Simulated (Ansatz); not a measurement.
Geometry optimisation, Ansatz 0.2.0, UKS PBE-D4/6-31G*.

Input file:

```yaml
crystal:
  periodic: [false, false, false]
  atoms:
    - { symbol: C, position_ang: [-0.64305, 0.46848, -0.33042] }
    - { symbol: Si, position_ang: [1.0218, -0.40085, -0.05334] }
    - { symbol: Cl, position_ang: [2.54428, 0.86831, -0.53312] }
    - { symbol: H, position_ang: [-0.49925, 1.48481, -0.68351] }
    - { symbol: H, position_ang: [-1.20871, 0.51447, 0.59923] }
    - { symbol: H, position_ang: [-1.25288, -0.05651, -1.06101] }
    - { symbol: H, position_ang: [1.17847, -1.61929, -0.84021] }
magnetization:
  spin_polarized: true
  initial_magnetization: 1
basis:
  gaussian: { orbitals: "6-31G*" }
hamiltonian:
  xc: pbe
  dispersion: d4
relax:
  f_tol: 0.015
  max_steps: 40
```

Command:

```bash
$ ansatz run input.yaml --threads 1 --pin off --max-ram 2048MiB --backend cpu --events-out ev --progress --plain --runs-dir out
```

Question: Where does it end, and by what steps?

Answer: The run converged. After 3 steps the energy has fallen by 0.068 eV; Cl3 moved furthest, 0.05 Å.

```json
{"step": "0", "energy less start (eV)": "0.0000", "largest force component (eV/Å)": "0.830", "accepted": "yes"}
{"step": "1", "energy less start (eV)": "-0.0643", "largest force component (eV/Å)": "0.211", "accepted": "yes"}
{"step": "2", "energy less start (eV)": "-0.0679", "largest force component (eV/Å)": "0.034", "accepted": "yes"}
{"step": "3", "energy less start (eV)": "-0.0680", "largest force component (eV/Å)": "0.009", "accepted": "yes"}
```

```xyz
7
Properties=species:S:1:pos:R:3
C -0.654 0.468 -0.317
Si 1.012 -0.395 -0.020
Cl 2.592 0.881 -0.546
H -0.490 1.493 -0.688
H -1.247 0.531 0.611
H -1.239 -0.093 -1.066
H 1.167 -1.626 -0.877
```

Whether the end is a true minimum wasn't checked by a vibrational analysis.

The run took 21 s on 1 thread of Intel(R) Xeon(R) Processor @ 2.50GHz (Skylake/Cascade Lake), on a shared host, peak memory 0.15 GiB.
